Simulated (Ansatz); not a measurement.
The first iterations of a band of H5NSi2 (8 atoms, charge 0, multiplicity 1).

Method: RKS PBE-D4/def2-SVP in Ansatz.

- movable images: 7
- climbing image: yes
- spring: 5.0 eV/Å²
- optimiser: quadratic models (default)
- start path: through a guess of the saddle point
- force threshold: 0.05 eV/Å
- iteration limit: 60
- end points: relaxed

First end point:

```xyz
8
Properties=species:S:1:pos:R:3
N -1.500 0.921 -1.566
Si -0.097 0.835 -0.730
Si 0.609 -0.714 0.911
H -2.197 0.190 -1.357
H 0.902 1.909 -1.052
H 0.911 0.001 2.202
H 1.858 -1.423 0.455
H -0.486 -1.719 1.137
```

Last end point:

```xyz
8
Properties=species:S:1:pos:R:3
N -1.492 1.346 -1.231
Si -0.103 0.521 -0.978
Si 0.608 -0.738 0.893
H -2.180 1.320 -0.462
H 0.883 0.572 -2.111
H -0.461 -0.686 1.950
H 1.889 -0.166 1.443
H 0.855 -2.169 0.495
```

| iteration | highest image above the first end (eV) | largest band force component (eV/Å) |
| --- | --- | --- |
| 1 | 0.288 | 1.927 |
| 2 | 0.047 | 0.514 |

Does the band converge within its limit, and where does its top end?

It converged. It ended after 8 iterations with the highest image 0.013 eV above the first end. A vibrational analysis at the climbing image gives one clearly imaginary mode, 56i cm⁻¹: a first-order saddle point.

Run time: 2 min on 1 thread of Intel(R) Xeon(R) Processor @ 2.70GHz (shared host), peak memory 0.14 GiB.
